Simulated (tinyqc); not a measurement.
UHF in the sto-3g basis, for H2O, spin multiplicity 1, step by step. This run ends on a higher stationary point, not on the lowest solution. One step of it, computed by the program tinyqc.

Task: Iteration 2: building the Fock matrix. J_ij = sum D_kl (ij|kl) with D = D(alpha) + D(beta), K_ij = sum D_kl (ik|jl) for each spin; F = H + J - K(s); E = tr D H + tr D J / 2 - 0.5 sum_s tr D(s) K(s) + E_nn.

D(alpha) after iteration 1, lower triangle:
```
            1O 1s      1O 2s     1O 2px     1O 2py     1O 2pz     2H 1s     3H 1s
1O 1s    1.061496
1O 2s   -0.265035   1.153472
1O 2px   0.025406  -0.137441   0.272303
1O 2py   0.005787  -0.024555   0.022003   0.153293
1O 2pz   0.001898  -0.002559  -0.336551   0.073906   0.868722
2H 1s    0.028568  -0.196023   0.310149   0.224773  -0.016751  0.763692
3H 1s    0.036034  -0.223612   0.176536  -0.227742  -0.006842  0.108031  0.861777
```

D(beta) after iteration 1, lower triangle:
```
            1O 1s      1O 2s     1O 2px     1O 2py     1O 2pz     2H 1s     3H 1s
1O 1s    1.061496
1O 2s   -0.265035   1.153472
1O 2px  -0.025406   0.137441   0.272303
1O 2py   0.005787  -0.024555  -0.022003   0.153293
1O 2pz   0.001898  -0.002559   0.336551   0.073906   0.868722
2H 1s    0.028568  -0.196023  -0.310149   0.224773  -0.016751  0.763692
3H 1s    0.036034  -0.223612  -0.176536  -0.227742  -0.006842  0.108031  0.861777
```

core Hamiltonian H = T + V (hartree), lower triangle:
```
             1O 1s      1O 2s     1O 2px     1O 2py     1O 2pz      2H 1s      3H 1s
1O 1s   -32.358612
1O 2s    -7.527046  -8.986806
1O 2px    0.000000   0.000000  -7.163544
1O 2py   -0.000543  -0.006686   0.000000  -7.229954
1O 2pz   -0.007190  -0.090387   0.000000  -0.002532  -7.187152
2H 1s    -0.626236  -1.670841   0.000000  -1.147351  -0.697668  -3.703781
3H 1s    -0.542995  -1.479168   0.000000   1.028817  -0.626457  -0.293105  -3.575128
```

Two-electron integrals (ij|kl) in chemists' order, unique and non-zero (hartree):
```
(11|11) 4.785065    (21|11) 0.741380    (21|21) 0.136873    (22|11) 1.118947
(22|21) 0.256633    (22|22) 0.817206    (31|31) 0.024477    (32|31) 0.037809
(32|32) 0.180518    (33|11) 1.115814    (33|21) 0.256684    (33|22) 0.817023
(33|33) 0.880159    (41|41) 0.024477    (42|41) 0.037809    (42|42) 0.180518
(43|43) 0.047444    (44|11) 1.115814    (44|21) 0.256684    (44|22) 0.817023
(44|33) 0.785270    (44|44) 0.880159    (51|51) 0.024477    (52|51) 0.037809
(52|52) 0.180518    (53|53) 0.047444    (54|54) 0.047444    (55|11) 1.115814
(55|21) 0.256684    (55|22) 0.817023    (55|33) 0.785270    (55|44) 0.785270
(55|55) 0.880159    (61|11) 0.061765    (61|21) 0.011321    (61|22) 0.021139
(61|33) 0.021103    (61|41) 0.000416    (61|42) 0.000792    (61|44) 0.021186
(61|51) 0.000248    (61|52) 0.000472    (61|54) 0.000049    (61|55) 0.021132
(61|61) 0.000947    (62|11) 0.180323    (62|21) 0.042010    (62|22) 0.152140
(62|33) 0.149422    (62|41) 0.002658    (62|42) 0.022137    (62|44) 0.155324
(62|51) 0.001585    (62|52) 0.013197    (62|54) 0.003518    (62|55) 0.151520
(62|61) 0.003546    (62|62) 0.038068    (63|31) 0.004008    (63|32) 0.024714
(63|43) 0.004359    (63|53) 0.002599    (63|63) 0.004921    (64|11) 0.123275
(64|21) 0.029053    (64|22) 0.112483    (64|33) 0.107698    (64|41) 0.005567
(64|42) 0.039685    (64|44) 0.120480    (64|51) 0.000930    (64|52) 0.008925
(64|54) 0.005021    (64|55) 0.109142    (64|61) 0.002535    (64|62) 0.034319
(64|64) 0.035554    (65|11) 0.073491    (65|21) 0.017320    (65|22) 0.067057
(65|33) 0.064204    (65|41) 0.000930    (65|42) 0.008925    (65|44) 0.066627
(65|51) 0.004562    (65|52) 0.030035    (65|54) 0.005804    (65|55) 0.070263
(65|61) 0.001511    (65|62) 0.020459    (65|64) 0.018262    (65|65) 0.015808
(66|11) 0.377526    (66|21) 0.089303    (66|22) 0.372872    (66|33) 0.360461
(66|41) 0.005997    (66|42) 0.071267    (66|44) 0.387681    (66|51) 0.003575
(66|52) 0.042486    (66|54) 0.016227    (66|55) 0.370135    (66|61) 0.007558
(66|62) 0.128827    (66|64) 0.133275    (66|65) 0.079453    (66|66) 0.774606
(71|11) 0.053571    (71|21) 0.009818    (71|22) 0.018330    (71|33) 0.018300
(71|41) -0.000356   (71|42) -0.000678   (71|44) 0.018369    (71|51) 0.000212
(71|52) 0.000404    (71|54) -0.000041   (71|55) 0.018325    (71|61) 0.000808
(71|62) 0.002969    (71|64) 0.001984    (71|65) 0.001268    (71|66) 0.006308
(71|71) 0.000712    (72|11) 0.159028    (72|21) 0.037059    (72|22) 0.134579
(72|33) 0.132191    (72|41) -0.002333   (72|42) -0.019610   (72|44) 0.137374
(72|51) 0.001391    (72|52) 0.011694    (72|54) -0.003090   (72|55) 0.134034
(72|61) 0.003020    (72|62) 0.024942    (72|64) 0.016066    (72|65) 0.012988
(72|66) 0.065387    (72|71) 0.002711    (72|72) 0.030101    (73|31) 0.003504
(73|32) 0.021732    (73|43) -0.003846   (73|53) 0.002293    (73|63) 0.003031
(73|73) 0.003859    (74|11) -0.109930   (74|21) -0.025912   (74|22) -0.100637
(74|33) -0.096413   (74|41) 0.004870    (74|42) 0.035012    (74|44) -0.107693
(74|51) -0.000815   (74|52) -0.007920   (74|54) 0.004433    (74|55) -0.097689
(74|61) -0.002041   (74|62) -0.016322   (74|64) -0.007911   (74|65) -0.008378
(74|66) -0.041949   (74|71) -0.001957   (74|72) -0.027462   (74|74) 0.028669
(75|11) 0.065554    (75|21) 0.015452    (75|22) 0.060012    (75|33) 0.057494
(75|41) -0.000815   (75|42) -0.007920   (75|44) 0.059633    (75|51) 0.003990
(75|52) 0.026454    (75|54) -0.005122   (75|55) 0.062841    (75|61) 0.001304
(75|62) 0.013111    (75|64) 0.008351    (75|65) 0.009749    (75|66) 0.037017
(75|71) 0.001167    (75|72) 0.016376    (75|74) -0.014795   (75|75) 0.012681
(76|11) 0.028741    (76|21) 0.006757    (76|22) 0.026588    (76|33) 0.026051
(76|41) -0.000005   (76|42) -0.000073   (76|44) 0.026601    (76|51) 0.000411
(76|52) 0.004121    (76|54) -0.000012   (76|55) 0.027082    (76|61) 0.000562
(76|62) 0.006424    (76|64) 0.005109    (76|65) 0.003936    (76|66) 0.022771
(76|71) 0.000488    (76|72) 0.005778    (76|74) -0.004696   (76|75) 0.003581
(76|76) 0.001447    (77|11) 0.361468    (77|21) 0.085517    (77|22) 0.357936
(77|33) 0.346585    (77|41) -0.005533   (77|42) -0.066482   (77|44) 0.371493
(77|51) 0.003300    (77|52) 0.039644    (77|54) -0.014853   (77|55) 0.355442
(77|61) 0.006968    (77|62) 0.071143    (77|64) 0.045168    (77|65) 0.039750
(77|66) 0.216108    (77|71) 0.006268    (77|72) 0.111756    (77|74) -0.117267
(77|75) 0.069929    (77|76) 0.022771    (77|77) 0.774606
```

nuclear repulsion = 6.16308833 hartree

Give: Coulomb J; exchange K(alpha); exchange K(beta); F(alpha); F(beta); total energy of this density.

Result:

Coulomb J (hartree), lower triangle:
```
          1O 1s    1O 2s  1O 2px   1O 2py  1O 2pz   2H 1s   3H 1s
1O 1s   15.9899
1O 2s    2.9568   7.2537
1O 2px   0.0000   0.0000  7.1736
1O 2py  -0.0030  -0.0190  0.0000   7.2481
1O 2pz   0.0099   0.1252  0.0000   0.0134  7.3159
2H 1s    0.2451   1.3952  0.0000   1.0539  0.6574  4.0822
3H 1s    0.2126   1.2440  0.0000  -0.9589  0.5930  0.2576  4.0881
```

exchange K(alpha) (hartree), lower triangle:
```
         1O 1s    1O 2s   1O 2px   1O 2py  1O 2pz   2H 1s   3H 1s
1O 1s   4.8763
1O 2s   0.7930   1.1495
1O 2px  0.0001  -0.0484   0.4947
1O 2py  0.0000  -0.0154   0.0354   0.5258
1O 2pz  0.0011   0.0011  -0.2490   0.0631  1.0027
2H 1s   0.0691   0.2487   0.0751   0.2176  0.1366  0.6642
3H 1s   0.0601   0.2199   0.0280  -0.2055  0.1154  0.0473  0.7216
```

exchange K(beta) (hartree), lower triangle:
```
          1O 1s    1O 2s   1O 2px   1O 2py  1O 2pz   2H 1s   3H 1s
1O 1s    4.8763
1O 2s    0.7930   1.1495
1O 2px  -0.0001   0.0484   0.4947
1O 2py   0.0000  -0.0154  -0.0354   0.5258
1O 2pz   0.0011   0.0011   0.2490   0.0631  1.0027
2H 1s    0.0691   0.2487  -0.0751   0.2176  0.1366  0.6642
3H 1s    0.0601   0.2199  -0.0280  -0.2055  0.1154  0.0473  0.7216
```

F(alpha) (hartree), lower triangle:
```
           1O 1s    1O 2s   1O 2px   1O 2py   1O 2pz    2H 1s    3H 1s
1O 1s   -21.2450
1O 2s    -5.3632  -2.8826
1O 2px   -0.0001   0.0484  -0.4846
1O 2py   -0.0035  -0.0103  -0.0354  -0.5077
1O 2pz    0.0015   0.0338   0.2490  -0.0522  -0.8740
2H 1s    -0.4503  -0.5243  -0.0751  -0.3111  -0.1768  -0.2858
3H 1s    -0.3905  -0.4550  -0.0280   0.2754  -0.1489  -0.0827  -0.2086
```

F(beta) (hartree), lower triangle:
```
           1O 1s    1O 2s   1O 2px   1O 2py   1O 2pz    2H 1s    3H 1s
1O 1s   -21.2450
1O 2s    -5.3632  -2.8826
1O 2px    0.0001  -0.0484  -0.4846
1O 2py   -0.0035  -0.0103   0.0354  -0.5077
1O 2pz    0.0015   0.0338  -0.2490  -0.0522  -0.8740
2H 1s    -0.4503  -0.5243   0.0751  -0.3111  -0.1768  -0.2858
3H 1s    -0.3905  -0.4550   0.0280   0.2754  -0.1489  -0.0827  -0.2086
```

total energy of this density = -74.114446 hartree
